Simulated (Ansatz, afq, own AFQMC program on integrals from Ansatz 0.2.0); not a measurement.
AFQMC on a folder of integrals that Ansatz 0.2.0 wrote.

```yaml
crystal:
  periodic: [false, false, false]
  atoms:
    - {symbol: Ga, position_ang: [0.000000, 0.230226, 1.196497]}
    - {symbol: Al, position_ang: [0.000000, 0.578079, -2.081776]}
    - {symbol: P, position_ang: [0.000000, -1.079166, -0.778166]}
    - {symbol: H, position_ang: [0.000000, 1.762314, -3.126240]}
basis:
  gaussian: {orbitals: cc-pVDZ}
magnetization: {spin_polarized: false}
correlation: {method: ccsd_t, electrons: outside_noble_gas, hamiltonian_folder: ham}
```

```sh
$ ansatz run in.yaml --threads 1 --pin off --events-out ev --progress --plain --max-ram 1843MiB
```

Options of the walk:

```
--method phaseless --trial cisd --walkers 60 --populations 1 --least-time 40 --time-step 0.005 --steps-per-block 50 --equilibration-blocks 28 --max-blocks 300 --target-error 0.00042 --factor-cut 1e-05 --seed 1991 --release-times 0.24,0.51,0.99,1.62,2.4 --release-step 0.03 --release-every 4 --taylor-order 6
```

Times are imaginary, in 1/Eh. The walk had a cap of 894 s. Filled inner d shells are frozen with the cores.

Output of the walk:

```
orbitals 44  electrons 6 6  factors 356 of 740
reference energy -2506.44915483 Eh
CCSD correlation -0.25235663 Eh in 13 cycles, weight of the determinant in the CISD state 0.8159
energy of the start -2506.701511 Eh
 block  time / (1/Eh)  mean weight  energy / Eh
     1     0.250  1.0025  -2506.696492
     2     0.500  1.0002  -2506.695604
     3     0.750  1.0014  -2506.697967
     4     1.000  0.9993  -2506.702508
     5     1.250  1.0005  -2506.705528
     8     2.000  1.0012  -2506.711195
    17     4.250  0.9990  -2506.712581
    41    10.250  1.0011  -2506.709830
    65    16.250  0.9982  -2506.719489
    89    22.250  1.0009  -2506.706787
   113    28.250  0.9992  -2506.721349
   137    34.250  1.0005  -2506.715217
   161    40.250  1.0010  -2506.710443
   185    46.250  1.0003  -2506.707321
   193    48.250  0.9987  -2506.706706
   209    52.250  0.9975  -2506.720569
   233    58.250  0.9998  -2506.713324
   257    64.250  0.9990  -2506.712881
   281    70.250  1.0004  -2506.712740
   289    72.250  1.0000  -2506.726776
   305    76.250  0.9990  -2506.723789
   321    80.250  0.9999  -2506.707076
blocks merged  error / Eh  count
     1  0.000363  300
     2  0.000459  150
     4  0.000560  75
     8  0.000642  37
    16  0.000767  18
    32  0.000744  9
released: time / (1/Eh)  energy / Eh  error  mean overlap
  0.24  -2506.715932  0.000964  1.0041
  0.51  -2506.716513  0.000886  1.0039
  0.99  -2506.717891  0.001123  0.9839
  1.62  -2506.717057  0.000840  0.9814
  2.40  -2506.717448  0.000955  0.9711
energy -2506.716086 +/- 0.000767 Eh
(rows thinned)
```

The run passed its tests (sampling time, drift between the halves within three errors, error under three times the target), which doesn't prove that it has relaxed.

Against this walk (error 20.9 meV) on the same determinant: CCSD(T) 35.1 meV higher (within the noise), CCSDT(Q) 34.0 meV lower (within the noise). The error is statistical and leaves out the bias of the constraint. Released to 2.40 1/Eh the energy moves by -37 ± 33 meV (both errors), within twice the noise.

Cautions: constraint bias not in the error; error above the target (20.9 against 11.4 meV); no relativity below Rb; no spin-orbit coupling; inner d shell frozen; higher spins were not checked; raised T1 diagnostic (T1 0.024, weight of the determinant 0.82, largest double 0.06); the bias of populations of 60 walkers isn't removed.

The walk took 5.5 min on 1 thread of Arm Neoverse V1, on a shared host. The log's last line is the phaseless energy.

CCSDT and higher add their correlation energy to the determinant of the CCSD(T) run, since their own runs factorise the integrals more tightly (a shift of under 2 meV). A walk keeps the symmetry of its determinant, which the program's search chose and which needn't be the lowest solution, so a lower state of the same spin and another symmetry isn't excluded.
